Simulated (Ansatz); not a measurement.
# BH2− (singlet): wave-function methods side by side at distance B1–H2 = 1.096 Å, aug-cc-pVDZ

Aim: climb from Hartree-Fock through coupled cluster and multireference methods for BH2− (singlet) at one geometry and basis, and see what each rung misses.

Method: aug-cc-pVDZ, core rule «outside noble gas», up to 1 orbitals frozen; program: Ansatz 0.2.0, Gaussian basis.

The runs, in order: UHF; CCSD(T) on RHF; CCSD(T) on UHF; BCCD(T) on RHF; CISD; CCSDT(Q) on RHF; CCSDT(Q) on UHF; CCSDTQ on RHF; CASSCF and MRCISD+Q, 2 electrons in 2 orbitals; CASSCF and NEVPT2, 2 electrons in 2 orbitals; CASSCF and MRCISD+Q, 6 electrons in 6 orbitals; CASSCF and NEVPT2, 6 electrons in 6 orbitals; Full CI.

## 1. The system

The geometry derives from a PBE0/def2-TZVPD stationary point (not a proven minimum). One bond is set to the value named and the two fragments are kept rigid.

3 atoms, charge -1, spin multiplicity 1.

Atoms are counted from 1 here; the program's logs count them from 0.

Bond lengths: B1–H2 1.096 Å, B1–H3 1.247 Å. Angles: H2–B1–H3 102.0°.

## 2. UHF

Contents of in.yaml:

```yaml
crystal:
  periodic: [false, false, false]
  atoms:
    - {symbol: B, position_ang: [0.000000, -0.115894, -0.009227]}
    - {symbol: H, position_ang: [0.000000, 0.573969, -0.860876]}
    - {symbol: H, position_ang: [0.000000, 0.669088, 0.959849]}
basis:
  gaussian: {orbitals: aug-cc-pVDZ}
total_charge: -1
magnetization: {spin_polarized: true, initial_magnetization: 0}
hamiltonian: {xc: hf}
output: {orbitals: {seedname: orbitals}}
```

Started as:

```bash
$ ansatz run in.yaml --threads 1 --pin off --events-out ev --progress --plain --max-ram 4096MiB --backend cpu
```

The runs that follow: CCSD(T) on RHF; CCSD(T) on UHF; BCCD(T) on RHF; CISD; CCSDT(Q) on RHF; CCSDT(Q) on UHF; CCSDTQ on RHF; CASSCF and MRCISD+Q, 2 electrons in 2 orbitals; CASSCF and NEVPT2, 2 electrons in 2 orbitals; CASSCF and MRCISD+Q, 6 electrons in 6 orbitals; CASSCF and NEVPT2, 6 electrons in 6 orbitals; Full CI.

Before running them: what should the planned runs give, taken together? Wanted: FCI below the RHF energy; RMP2 from FCI; UMP2 from FCI; RCCSD from FCI; RCCSD(T) from FCI; UCCSD(T) from FCI; RCCSDT(Q) from FCI; UCCSDT(Q) from FCI; NEVPT2 pair from FCI.

**Answer**, as computed:

| quantity | value |
| --- | --- |
| FCI below the RHF energy | -3.6621 eV |
| RMP2 from FCI | +829.7 meV |
| UMP2 from FCI | +849.5 meV |
| RCCSD from FCI | +133.8 meV |
| RCCSD(T) from FCI | +29.7 meV |
| UCCSD(T) from FCI | +47.6 meV |
| RCCSDT(Q) from FCI | +1.0 meV |
| UCCSDT(Q) from FCI | +0.6 meV |
| NEVPT2 pair from FCI | +827.1 meV |
| NEVPT2 valence from FCI | +852.5 meV |
| MRCISD+Q valence from FCI | -2.4 meV |
| levels within 1 kcal/mol (43 meV) | RCCSD(T), BCCD(T), RCCSDT, UCCSDT, RCCSDT(Q), UCCSDT(Q), RCCSDTQ, MRCISD+Q valence |
| T1 diagnostic | 0.012 |
| effectively unpaired electrons | 0.14 |

In words: RCCSD(T) misses by +29.7 meV, 0.8 % of the correlation energy. MRCISD+Q valence falls below full CI: the +Q correction isn't variational, and the cores differ from full CI's. One determinant dominates. Of the multireference levels listed MRCISD+Q valence comes nearest in total energy (-2.4 meV), which doesn't show that its space is the better one. These misses are within one basis, not against nature.
